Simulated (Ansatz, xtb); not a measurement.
CH5BSi+: which of two structures lies lower

Structure X is a doublet given by its coordinates and structure Y is the doublet with the links of `C[B][SiH2+]`. Both are isolated ions in the gas phase, relaxed with r2SCAN-D4/def2-SVP; the shapes shown needn't be the lowest conformers.

X (Å):

```xyz
8

C    -0.7174   -0.9242   -1.6351
B    -0.5557    0.3256   -0.8555
Si    1.0655   -1.2657   -1.0667
H    -0.6189    1.3697   -0.2894
H    -1.4650   -1.6354   -1.2343
H    -0.8291   -0.7882   -2.7280
H     1.2538   -2.0173    0.1890
H     2.1648   -0.8052   -1.9366
```

Close contacts (Å): C1–B2 1.48, C1–Si3 1.90, B2–Si3 2.28, C1–H5 1.11, C1–H6 1.11, B2–H4 1.19, Si3–H7 1.48, Si3–H8 1.48.

Y (Å):

```yaml
atoms:
  - { symbol: C, position_ang: [-0.3724, 0.3758, -2.1044] }
  - { symbol: B, position_ang: [0.0533, -0.7416, -1.2279] }
  - { symbol: Si, position_ang: [0.5938, -2.1640, -0.0509] }
  - { symbol: H, position_ang: [-1.2194, 0.1063, -2.7632] }
  - { symbol: H, position_ang: [-0.7254, 1.1933, -1.4364] }
  - { symbol: H, position_ang: [0.4582, 0.7869, -2.7088] }
  - { symbol: H, position_ang: [1.1232, -3.4084, -0.6494] }
  - { symbol: H, position_ang: [0.4583, -1.9593, 1.4075] }
```

Estimate E(Y) − E(X) at the level CCSD(T)/def2-SVP + ΔMP2/def2-TZVPP.

Calculated at CCSD(T)/def2-SVP + ΔMP2/def2-TZVPP: E(Y) − E(X) = −7.1 kcal/mol, so structure Y lies lower.

Level by level:

| level | geometry | E(Y) − E(X) (kcal/mol) | departure from the last row (kcal/mol) | job, with rough time for the two |
| --- | --- | --- | --- | --- |
| GFN2-xTB | GFN2-xTB | −11.0 | −3.9 | optimisation, 0.13 s |
| HF/STO-3G | GFN2-xTB | −14.4 | −7.3 | single point, 0.22 s |
| r2SCAN-D4/def2-SVP//GFN2-xTB | GFN2-xTB | −11.8 | −4.7 | single point, 3.9 s |
| r2SCAN-D4/def2-SVP | r2SCAN-D4/def2-SVP | −7.6 | −0.6 | optimisation, 50 s |
| HF/def2-SVP | r2SCAN-D4/def2-SVP | −11.1 | −4.0 | part of the CCSD(T) run |
| MP2/def2-SVP | r2SCAN-D4/def2-SVP | −7.7 | −0.6 | part of the CCSD(T) run |
| CCSD(T)/def2-SVP | r2SCAN-D4/def2-SVP | −9.1 | −2.0 | single point |
| CCSD(T)/def2-SVP + ΔMP2/def2-TZVPP | r2SCAN-D4/def2-SVP | −7.1 |  | single point, 18 s |

None of the levels shown reverses the order. The largest departure from CCSD(T)/def2-SVP + ΔMP2/def2-TZVPP is that of HF/STO-3G, 7.3 kcal/mol. The last row adds to CCSD(T) the change of the MP2 difference between the two basis sets, here +2.0 kcal/mol.

With harmonic frequencies from r2SCAN-D4/def2-SVP (ideal gas, rigid rotor, one conformer each, 298.15 K, 1 atm): the zero-point term adds +1.2 kcal/mol; ΔH is −5.6 and ΔG −6.8 kcal/mol.

Open shells are spin-unrestricted. The correlated steps freeze 7 core orbitals. Programs: Ansatz 0.2.0, xtb 6.7.1; the last row on 1 thread of Intel(R) Xeon(R) 6975P-C (Granite Rapids) on a shared host.
